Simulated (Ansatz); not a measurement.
# C2H6N2O: the cost of one run

All numbers are computed with Ansatz 0.2.0 through its Python package. Level of theory: CAM-B3LYP/def2-SVP.

**1. Starting point**

Bond lengths: N1–C2 1.313 Å, C2–N3 1.332 Å, C2–C4 1.363 Å, C4–O5 1.424 Å, N1–H6 1.034 Å, N1–H7 1.060 Å, N3–H8 1.014 Å, N3–H9 1.035 Å, C4–H10 1.014 Å, O5–H11 0.932 Å. Angles: N1–C2–N3 116.2°, N1–C2–C4 124.3°, N3–C2–C4 119.5°, C2–N1–H6 116.0°, C2–N1–H7 109.3°, H6–N1–H7 105.5°, C2–N3–H8 116.4°, C2–N3–H9 117.3°, H8–N3–H9 106.5°, C2–C4–O5 118.7°, C2–C4–H10 126.0°, O5–C4–H10 114.9°, C4–O5–H11 106.4°.

No structure file is read: the coordinates are typed or built in the script.

**2. Script**

run_torsion.py

```python
"""Rigid torsion scan of C2H6N2O."""

import ansatz as az
from ase import Atoms

SETTINGS = {
    "basis": "def2-SVP",
    "functional": "CAM-B3LYP",
    "force_tol": 0.02,
}


def main() -> None:
    atoms = Atoms(["N", "C", "N", "C", "O", "H", "H", "H", "H", "H", "H"], positions=[
        [-1.1516, 0.2639, 0.8072],
        [-0.0152, -0.1804, 0.3232],
        [0.8523, -0.6646, 1.2101],
        [0.3219, -0.1481, -0.9975],
        [-0.6253, 0.3567, -1.9328],
        [-1.0804, 0.9177, 1.6048],
        [-1.6702, 0.7962, 0.051],
        [0.7564, -0.332, 2.1637],
        [1.8584, -0.5979, 0.9744],
        [1.1602, -0.5433, -1.4088],
        [-0.341, 0.0748, -2.7746],
    ])

    # relax first, so that the scan starts from a minimum
    first = az.Crystal.molecule_from_ase(atoms).calculation()
    first = first.basis(gaussian=SETTINGS["basis"])
    first = first.functional(SETTINGS["functional"])
    first = first.relax(force_tolerance=SETTINGS["force_tol"], max_steps=80)
    atoms.positions = first.run().report["positions_ang"]

    start = atoms.get_dihedral(1, 3, 4, 10)
    energies = {}
    for turn in range(0, 360, 30):
        turned = atoms.copy()
        turned.set_dihedral(1, 3, 4, 10, start + turn, indices=[4, 10])
        model = (
            az.Crystal.molecule_from_ase(turned).calculation()
            .basis(gaussian=SETTINGS["basis"])
            .functional(SETTINGS["functional"])
        )
        energies[round((start + turn) % 360)] = model.run().report["free_energy_ev"]
    floor = min(energies.values())
    print("dihedral C1-C3-O4-H10 (deg)   E - E(min) (kJ/mol)")
    for angle, e in sorted(energies.items()):
        print(f"{angle:8d} {96.485332 * (e - floor):14.3f}  " + "#" * int(30 * (e - floor) / max(max(energies.values()) - floor, 1e-9)))


if __name__ == "__main__":
    main()
```

**3. What the engine is handed**

The engine receives this input (first run):

```yaml
crystal:
  periodic: [false, false, false]
  atoms:
    - { symbol: "N", position_ang: [-1.1516, 0.2639, 0.8072] }
    - { symbol: C, position_ang: [-0.0152, -0.1804, 0.3232] }
    - { symbol: "N", position_ang: [0.8523, -0.6646, 1.2101] }
    - { symbol: C, position_ang: [0.3219, -0.1481, -0.9975] }
    - { symbol: O, position_ang: [-0.6253, 0.3567, -1.9328] }
    - { symbol: H, position_ang: [-1.0804, 0.9177, 1.6048] }
    - { symbol: H, position_ang: [-1.6702, 0.7962, 0.051] }
    - { symbol: H, position_ang: [0.7564, -0.332, 2.1637] }
    - { symbol: H, position_ang: [1.8584, -0.5979, 0.9744] }
    - { symbol: H, position_ang: [1.1602, -0.5433, -1.4088] }
    - { symbol: H, position_ang: [-0.341, 0.0748, -2.7746] }
basis:
  gaussian:
    orbitals: def2-SVP
hamiltonian:
  xc: cam_b3lyp
relax:
  f_tol: 0.02
  max_steps: 80
```

**4. Launch**

Command:

```sh
$ python run_torsion.py
```

What time and memory should one allow on 1 thread of Arm Neoverse V1, shared host?

About 2 min, with a peak of 0.31 GiB.
